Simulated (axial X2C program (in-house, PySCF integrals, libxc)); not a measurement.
## Bond lengths and stretching modes, held linear, of HCP⁺

Computed with an in-house all-electron X2C program for linear molecules (integrals from PySCF): two-component X2C with atomic mean-field Coulomb and Gaunt terms, Gaussian nuclei, basis H dyall-v3z, C dyall-v3z, P dyall-v3z with contracted cores. Spin-free rows use the one-electron spin-free X2C Hamiltonian.

Masses H 1.008, C 12.000, P 30.974 u. States: 2c Ω = 3/2 (beyond evenly filled blocks: ω = 3/2); spin-free M_S = 1/2, Λ = 1 (beyond evenly filled blocks: π+α, π+β, π-α).

BHandHLYP, spin-free: energies above the lowest point

| r(H–C) (Å) | r(C–P) (Å) | E (meV) |
| --- | --- | --- |
| 1.0579 | 1.5581 | 6.67 |
| 1.0579 | 1.5980 | 3.03 |
| 1.0579 | 1.6380 | 78.52 |
| 1.0850 | 1.5581 | 4.73 |
| 1.0850 | 1.5980 | 0.00 |
| 1.0850 | 1.6380 | 74.38 |
| 1.0850 | 1.6779 | 211.95 |
| 1.1121 | 1.5581 | 28.76 |
| 1.1121 | 1.5980 | 22.95 |
| 1.1121 | 1.6380 | 96.23 |
| 1.1393 | 1.5980 | 68.34 |
| 1.1393 | 1.6779 | 275.91 |

Fit a quadratic surface with cubic terms in each bond: where is the minimum, and what are the two stretching wavenumbers?

At BHandHLYP, spin-free: bonds 1.074 and 1.580 Å; harmonic stretches 1256.2 and 3335.8 cm⁻¹; force constants 6, 8.65 and coupling -0.16 mdyn/Å.

The other levels and Hamiltonians give:

```json
{"Hamiltonian": "2c", "level": "PBE0", "r(H–C) (Å)": "1.084", "r(C–P) (Å)": "1.596", "lower stretch (cm⁻¹)": "1212.1", "upper stretch (cm⁻¹)": "3257.7"}
{"Hamiltonian": "2c", "level": "HF", "r(H–C) (Å)": "1.072", "r(C–P) (Å)": "1.591", "lower stretch (cm⁻¹)": "1090.8", "upper stretch (cm⁻¹)": "3391.7"}
{"Hamiltonian": "2c", "level": "BHandHLYP", "r(H–C) (Å)": "1.074", "r(C–P) (Å)": "1.580", "lower stretch (cm⁻¹)": "1255.4", "upper stretch (cm⁻¹)": "3335.7"}
{"Hamiltonian": "2c", "level": "MP2", "r(H–C) (Å)": "1.080", "r(C–P) (Å)": "1.523", "lower stretch (cm⁻¹)": "1238.4", "upper stretch (cm⁻¹)": "3342.3"}
{"Hamiltonian": "spin-free", "level": "PBE0", "r(H–C) (Å)": "1.084", "r(C–P) (Å)": "1.596", "lower stretch (cm⁻¹)": "1212.7", "upper stretch (cm⁻¹)": "3257.8"}
{"Hamiltonian": "spin-free", "level": "HF", "r(H–C) (Å)": "1.071", "r(C–P) (Å)": "1.590", "lower stretch (cm⁻¹)": "1090.1", "upper stretch (cm⁻¹)": "3391.9"}
{"Hamiltonian": "spin-free", "level": "MP2", "r(H–C) (Å)": "1.080", "r(C–P) (Å)": "1.521", "lower stretch (cm⁻¹)": "1239.6", "upper stretch (cm⁻¹)": "3343.7"}
```

Each state is one determinant, the lowest of a limited PBE0 search; the stretches come from a fit to these few points and carry an uncertainty of a few per cent. Other orders of the atoms were not compared. MP2 freezes inner shells (threshold -2 hartree). The molecule was held linear; bending was not examined, so a bent shape may lie lower. Note: functional without a current term on a determinant with orbital currents, of the molecule or an atom.
